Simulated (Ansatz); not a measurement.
Ansatz (a first-principles code) input for dimethyl sulfide (C₂H₆S), SMILES CSC, PBE0-D3(BJ)/def2-TZVP. 

Ansatz 0.2 input:
```yaml
crystal:
  periodic: [false, false, false]
  atoms:
    - {symbol: C, position_ang: [1.37552047, -0.00000000, 0.51850753]}
    - {symbol: S, position_ang: [-0.00000000, 0.00000000, -0.66487723]}
    - {symbol: C, position_ang: [-1.37552046, -0.00000000, 0.51850754]}
    - {symbol: H, position_ang: [1.32459766, 0.89370446, 1.13459477]}
    - {symbol: H, position_ang: [2.29216826, -0.00000000, -0.06121687]}
    - {symbol: H, position_ang: [1.32459766, -0.89370446, 1.13459477]}
    - {symbol: H, position_ang: [-1.32459766, 0.89370447, 1.13459478]}
    - {symbol: H, position_ang: [-2.29216826, 0.00000000, -0.06121687]}
    - {symbol: H, position_ang: [-1.32459766, -0.89370446, 1.13459477]}
basis:
  gaussian:
    orbitals: def2-TZVP
hamiltonian:
  xc: pbe0
  dispersion: d3bj
relax: {f_tol: 0.002, max_steps: 200}
```

Log of the run:

```
WARN ansatz: RAYON_NUM_THREADS=1 ignored (pool sized by the plan → 1); use --threads N
Functional definition: PBE0
integrals: 0.05 GiB planned
895 factors; their error is unknown
mean field: 0.46 GiB planned
mean field evaluation 1: about -12995.2833 eV, gradient 5.5e1 eV
mean field evaluation 2: about -12992.3440 eV, gradient 6.2e1 eV
mean field evaluation 4: about -13001.9462 eV, gradient 1.3e0 eV
mean field evaluation 8: about -13001.9613 eV, gradient 3.3e-1 eV
mean field evaluation 16: about -13001.9614 eV, gradient 1.7e-5 eV
mean field -13001.96143044 eV, -477.8132695226 hartree, gradient 1.7e-5 eV, S^2 0.000000; 0 other end points of the search recorded, 0 dependent functions left out
the calculation of the forces begins
reference -13001.96145673 eV, -477.8132704889 hartree; 17, 17 occupied and 118, 118 virtual orbitals, 895 factors
relax step   1: F+E_penalty+E_count = -13002.09458816 eV  Δ(F+E_penalty+E_count) = +0.000e0 eV  max|allowed force component| = 5.868e-1 eV/Å  Δτ_max = 0.0000 Å  (27 SCF iters, accepted)
these checks for a lower state are left out or cut short: starts, cluster_reference, orbital_swaps, neighbouring_geometries, increment
integrals: 0.05 GiB planned
895 factors; their error is unknown
mean field: 0.46 GiB planned
mean field -13001.97304543 eV, -477.8136963657 hartree, gradient 1.4e-5 eV, S^2 0.000000; 0 other end points of the search recorded, 0 dependent functions left out
the calculation of the forces begins
reference -13001.97307184 eV, -477.8136973362 hartree; 17, 17 occupied and 118, 118 virtual orbitals, 895 factors
relax step   2: F+E_penalty+E_count = -13002.10598863 eV  Δ(F+E_penalty+E_count) = -1.140e-2 eV  max|allowed force component| = 2.976e-1 eV/Å  Δτ_max = 0.0169 Å  (30 SCF iters, accepted)
these checks for a lower state are left out or cut short: starts, cluster_reference, orbital_swaps, neighbouring_geometries, increment
integrals: 0.05 GiB planned
895 factors; their error is unknown
mean field: 0.46 GiB planned
mean field evaluation 32: about -13001.9762 eV, gradient 1.3e-5 eV
mean field -13001.97615596 eV, -477.8138106754 hartree, gradient 1.3e-5 eV, S^2 0.000000; 0 other end points of the search recorded, 0 dependent functions left out
the calculation of the forces begins
reference -13001.97618250 eV, -477.8138116507 hartree; 17, 17 occupied and 118, 118 virtual orbitals, 895 factors
relax step   3: F+E_penalty+E_count = -13002.10899078 eV  Δ(F+E_penalty+E_count) = -3.002e-3 eV  max|allowed force component| = 2.682e-1 eV/Å  Δτ_max = 0.0240 Å  (31 SCF iters, accepted)
these checks for a lower state are left out or cut short: starts, cluster_reference, orbital_swaps, neighbouring_geometries, increment
integrals: 0.05 GiB planned
895 factors; their error is unknown
mean field: 0.46 GiB planned
mean field -13001.97750541 eV, -477.8138602668 hartree, gradient 1.4e-5 eV, S^2 0.000000; 0 other end points of the search recorded, 0 dependent functions left out
the calculation of the forces begins
reference -13001.97753192 eV, -477.8138612412 hartree; 17, 17 occupied and 118, 118 virtual orbitals, 895 factors
relax step   4: F+E_penalty+E_count = -13002.11038957 eV  Δ(F+E_penalty+E_count) = -1.399e-3 eV  max|allowed force component| = 1.550e-2 eV/Å  Δτ_max = 0.0119 Å  (30 SCF iters, accepted)
these checks for a lower state are left out or cut short: starts, cluster_reference, orbital_swaps, neighbouring_geometries, increment
integrals: 0.05 GiB planned
895 factors; their error is unknown
mean field: 0.46 GiB planned
mean field -13001.97757841 eV, -477.8138629497 hartree, gradient 1.4e-5 eV, S^2 0.000000; 0 other end points of the search recorded, 0 dependent functions left out
the calculation of the forces begins
reference -13001.97760493 eV, -477.8138639242 hartree; 17, 17 occupied and 118, 118 virtual orbitals, 895 factors
relax step   5: F+E_penalty+E_count = -13002.11041091 eV  Δ(F+E_penalty+E_count) = -2.134e-5 eV  max|allowed force component| = 6.386e-3 eV/Å  Δτ_max = 0.0019 Å  (32 SCF iters, accepted)
these checks for a lower state are left out or cut short: starts, cluster_reference, orbital_swaps, neighbouring_geometries, increment
integrals: 0.05 GiB planned
895 factors; their error is unknown
mean field: 0.46 GiB planned
mean field -13001.97756383 eV, -477.8138624137 hartree, gradient 1.4e-5 eV, S^2 0.000000; 0 other end points of the search recorded, 0 dependent functions left out
the calculation of the forces begins
reference -13001.97759034 eV, -477.8138633882 hartree; 17, 17 occupied and 118, 118 virtual orbitals, 895 factors
relax step   6: F+E_penalty+E_count = -13002.11041573 eV  Δ(F+E_penalty+E_count) = -4.820e-6 eV  max|allowed force component| = 2.850e-4 eV/Å  Δτ_max = 0.0006 Å  (30 SCF iters, accepted)
integrals: 0.05 GiB planned
895 factors; their error is unknown
mean field: 0.46 GiB planned
mean field evaluation 64: about -12995.3684 eV, gradient 5.4e1 eV
mean field -13001.97756383 eV, -477.8138624137 hartree, gradient 1.4e-5 eV, S^2 0.000000; 1 other end points of the search recorded, 0 dependent functions left out
the calculation of the forces begins
reference -13001.97759034 eV, -477.8138633882 hartree; 17, 17 occupied and 118, 118 virtual orbitals, 895 factors
Total energy: -13002.11044224 eV, -477.8187456054 hartree
Atom 0 at     1.368817    -0.000000     0.511713 Å, force     0.000188     0.000000    -0.000209 eV/Å
Atom 1 at    -0.000000     0.000000    -0.649729 Å, force     0.000000    -0.000000     0.000029 eV/Å
Atom 2 at    -1.368817     0.000000     0.511713 Å, force    -0.000188    -0.000000    -0.000209 eV/Å
Atom 3 at     1.353347     0.892587     1.140449 Å, force    -0.000075     0.000018     0.000016 eV/Å
Atom 4 at     2.288727    -0.000000    -0.073706 Å, force    -0.000285     0.000000     0.000162 eV/Å
Atom 5 at     1.353347    -0.892587     1.140449 Å, force    -0.000075    -0.000018     0.000016 eV/Å
Atom 6 at    -1.353347     0.892587     1.140449 Å, force     0.000075     0.000018     0.000016 eV/Å
Atom 7 at    -2.288727    -0.000000    -0.073706 Å, force     0.000285     0.000000     0.000162 eV/Å
Atom 8 at    -1.353347    -0.892587     1.140449 Å, force     0.000075    -0.000018     0.000016 eV/Å
Dipole moment:     0.000000    -0.000000     0.331251 e Å
```

Self-consistency was reached.

Cost: about 27 core-seconds (a rough figure).
